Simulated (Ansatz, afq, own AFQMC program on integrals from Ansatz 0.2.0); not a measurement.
# Atomization energy of CHN, singlet, worked out

```xyz
3

C    -0.0054   -0.0235   -0.0054
N     0.2540    1.0696    0.2572
H    -0.2487   -1.0461   -0.2518
```

Connectivity, by distances: CH–N.

Basis def2-TZVP. Noble-gas cores (and the filled d shells of Ga–Kr and In–Xe) are frozen. Ansatz 0.2.0 and our own AFQMC program on the same integrals; the CISD trial comes from CCSD amplitudes, and released means the phaseless constraint is let go. Uncertainties: one standard error, sampling alone.

Total energies in eV. CBS is CCSD(T) at the limit of def2-TZVPP/QZVPP (extrapolated itself); the highest rung of each member is named.

Cautions: CHN (singlet): the released value is read at 2.40 1/Eh (meV from the phaseless value at times in 1/Eh: -6 ± 4 at 0.24, -11 ± 4 at 0.51, -19 ± 4 at 0.99, -35 ± 4 at 1.62, -25 ± 7 at 2.40).

| member | count | CCSD(T)/def2-TZVP | highest rung in def2-TZVP | which | CCSD(T)/CBS |
| --- | --- | --- | --- | --- | --- |
| C (triplet) | +1 | -1028.0742 | -1028.0883 | FCI | -1028.3149 |
| N (quartet) | +1 | -1483.4543 | -1483.4647 | FCI | -1483.8573 |
| H (doublet) | +1 | -13.6005 | -13.6005 | FCI | -13.6059 |
| CHN, singlet | -1 | -2538.1507 | -2538.1933 ± 0.0069 | released AFQMC | -2539.2780 |

Question: Work out the best estimate of the atomization energy: the CCSD(T)/CBS difference plus the step from CCSD(T) to the highest rung.

Answer: Sums with the counts: CCSD(T)/CBS 13.4999 eV, highest rung 13.0398 eV, CCSD(T)/def2-TZVP 13.0217 eV. The step is 13.0398 − 13.0217 = 0.0181 eV, so the best estimate is 13.4999 + (0.0181) = 13.5180 eV = 311.7 kcal/mol, with sampling noise 0.007 eV. The basis set is worth 0.478 eV of it. Zero-point, core-correlation and spin–orbit terms aren't in it.

Best estimates are given only where the step beyond CCSD(T) is under 0.3 eV and no member's determinant is very poor (T1 over 0.05, or 0.07 for open shells, ⟨S²⟩ too high by 0.3, two states mixed), so the hardest cases are missing from such tables.

Each member of a difference takes its own highest rung, so a best estimate needn't equal the limit plus the step of one row. A walk keeps the symmetry of its determinant, which the program's search chose and which needn't be the lowest solution, so a lower state of the same spin and another symmetry isn't excluded. Released energies are given only where the last usable release times agree within the noise; a slower fall can still hide under it.
